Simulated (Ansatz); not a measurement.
# Cerium, fcc: B3LYP at the BLYP geometry

How do the levels change when part of the exchange is made exact, and what does it cost? Spin polarisation is left out. The geometry was relaxed under BLYP beforehand and is kept. Exact exchange is dear, so the k-mesh is coarse, and BLYP is run on the same mesh for comparison.

Computed with Ansatz 0.2.0 (DFT, plane waves (420 eV) with PBE-made PAW files, scalar-relativistic; functionals as named at each step, unless a step says otherwise).

## Step 1: The starting structure

It takes space group Fm-3m (No. 225, cubic). Conventional cell: a = 4.960 Å, b = 4.960 Å, c = 4.960 Å, α = 90.00°, β = 90.00°, γ = 90.00°. Ce (site symmetry m-3m) is surrounded by 12 Ce at 3.51 Å.

Coordinates:

```
CELL_PARAMETERS angstrom
0.00000 2.48008 2.48008
2.48008 0.00000 2.48008
2.48008 2.48008 0.00000
ATOMIC_POSITIONS crystal
Ce 0.00000 0.00000 0.00000
```

## Step 2: BLYP on the coarse mesh

The run with BLYP.

The input, input.yaml:

```yaml
crystal:
  lattice:
    - [0.0, 2.4800819992, 2.4800819992]
    - [2.4800819992, 0.0, 2.4800819992]
    - [2.4800819992, 2.4800819992, 0.0]
  atoms:
    - { symbol: Ce, position: [0.0, 0.0, 0.0] }
hamiltonian:
  xc: blyp
  pseudopotentials:
    kind: paw
    azcp:
      Ce: "pseudopotentials/Ce.paw.azcp"
basis:
  ecutwfc: 420
  fft_grid_basis: typed
kpoints:
  mp_grid: { grid: [6, 6, 6], shift: [0, 0, 0] }
magnetization:
  spin_polarized: false
scf:
  occupations: { method: fermi_dirac, width: 0.1 }
```

## Step 3: B3LYP, coarse mesh

The run with B3LYP.

Edit input.yaml of step 2 so:

```diff
@@ -8,3 +8,3 @@
 hamiltonian:
-  xc: blyp
+  xc: b3lyp
   pseudopotentials:
```

(Steps that only read results are left out.)

**Question.** What will these runs give? Wanted: BLYP: gap; B3LYP: gap.

As calculated:

```
                         quantity                         value
                        BLYP: gap  none (levels filled in part)
                       B3LYP: gap  none (levels filled in part)
B3LYP: SCF cycles, exchange loops                         46, 4
B3LYP: CPU time over that of BLYP                            34
```

Both BLYP and B3LYP leave levels filled in part. The hybrid took 34 times as much CPU time as BLYP on the same settings. The exchange operator of B3LYP was renewed in 4 outer loops. The cell taken over is 11 % smaller than the measured one (34.37 Å³/atom, COD), which weighs on all values here. Absolute energies differ from functional to functional, by eV per atom at times, and say nothing by themselves. The f occupation was not searched in full, so a lower state may exist.
